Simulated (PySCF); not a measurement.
# ClF (chlorine monofluoride): the cost of one run

The runs use PySCF 2.14.0, with density-fitted response routines of our own; the level of theory stands in each step. All values are computed, except where a source is named. Atoms count from 0, in the outputs and in this text.

### 1 Starting geometry

2 atoms, charge 0, multiplicity 1; geometry from: PBE0-D3(BJ)/def2-SVP.

Bonds of the start (Å): F0–Cl1 1.64.

### 2 TDDFT and polarisability: CAM-B3LYP/def2-SVPD

What the job is given:

```
{"job": {"kind": "uv", "xc": "CAM-B3LYP", "basis": "def2-SVPD", "ip": true}, "charge": 0, "multiplicity": 1}
F     -0.746622    -0.318726     0.105547
Cl     0.764177     0.289899    -0.117672
```

Level: TDDFT CAM-B3LYP/def2-SVPD, vertical, gas phase, core orbitals frozen in the response.

On the command line:

```sh
$ OMP_NUM_THREADS=1 python probes_run.py task.json out
```

The driver reads the jobs from task.json and runs them one after another.

Q: Estimate the wall time and peak memory of this first job on 1 thread of Arm Neoverse V1, shared host.

About 2.9 s, with a peak of 0.25 GiB.
